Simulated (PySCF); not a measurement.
# Adding and removing an electron: OH

UHF-CCSD(T); PySCF, no relativity, basis sets H def2-TZVPPD, O def2-TZVPPD. Neutral (UHF): doublet (π ↑), Re = 0.972 Å, ωe = 3731 cm⁻¹, De = 4.52 eV.

OH⁺ (UHF): triplet (π ↑↑), Re = 1.030 Å, ωe = 3113 cm⁻¹, De = 5.27 eV to H⁺ + O. The energies at the minima are -75.64394 hartree for OH and -75.17160 for OH⁺.

Problem. Work out the adiabatic ionisation energy, without and with harmonic zero-point energies (1 hartree = 27.2114 eV, 1 eV = 8065.5 cm⁻¹), and the change of the bond length.

Solution. At UHF-CCSD(T): 0.47234 hartree = 12.853 eV between the minima; the zero-point term (3113.0 − 3731.0)/2 cm⁻¹ = -0.038 eV makes it 12.815 eV. Re changes by +5.8 pm against the neutral. The electron leaves a π orbital, which is non-bonding in a hydride.

OH⁻ (RHF): singlet (closed shell), Re = 0.966 Å, ωe = 3738 cm⁻¹. The energies at the minima are -75.64394 hartree for OH and -75.70647 for OH⁻.

Problem. Work out the adiabatic electron affinity, without and with harmonic zero-point energies (1 hartree = 27.2114 eV, 1 eV = 8065.5 cm⁻¹), and the change of the bond length.

Solution. At CCSD(T): 0.06253 hartree = 1.702 eV between the minima; the zero-point term (3731.0 − 3738.0)/2 cm⁻¹ = -0.000 eV makes it 1.701 eV. Re changes by -0.6 pm against the neutral. The electron enters a π orbital, which is non-bonding in a hydride.

Correlated steps freeze 1 core orbital. For an ion De counts to the pair picked by the measured ionisation energies or electron affinities, which need not be the lowest pair at this level. The CCSD T1 diagnostic is raised in OH⁻, a sign that a single reference may not be enough there. States were picked by a PBE0 search and need not be the measured ground states.

Neutral and ion stand on different kinds of reference determinant, which adds to the error of the difference.
